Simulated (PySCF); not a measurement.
## Oxygen: a sound run and one with changed settings

Sound run: O [He] 2s2 2p4, O⁺ [He] 2s2 2p3. All numbers are calculated (PySCF 2.14, the non-relativistic Hamiltonian (point nucleus), in def2-SVP (3s2p1d, 14 functions)). In the sound run the correlated levels freeze 1s2. The sound run starts from symmetry-adapted Hartree-Fock orbitals and uses a fine grid where one is needed.

Changed run: a valence shell is frozen. This setting is unsound on purpose.

```json
{"species": "O", "method": "MP2", "sound run (hartree)": "-74.82140", "changed run (hartree)": "-74.76943", "converged": "yes"}
{"species": "O", "method": "CCSD(T)", "sound run (hartree)": "-74.83747", "changed run (hartree)": "-74.77687", "converged": "yes"}
{"species": "O⁺", "method": "MP2", "sound run (hartree)": "-74.34500", "changed run (hartree)": "-74.29260", "converged": "yes"}
{"species": "O⁺", "method": "CCSD(T)", "sound run (hartree)": "-74.36051", "changed run (hartree)": "-74.29596", "converged": "yes"}
```

Ionisation energy of O:

```csv
method,sound run (eV),changed run (eV)
UHF,12.083,12.083
MP2,12.963,12.975
SCS-MP2,12.985,13.103
CCSD,12.972,13.082
CCSD(T),12.979,13.086
```

Freezing a valence shell removes pair correlation that changes on ionisation.

For comparison, NIST gives 13.618 eV between the lowest levels.
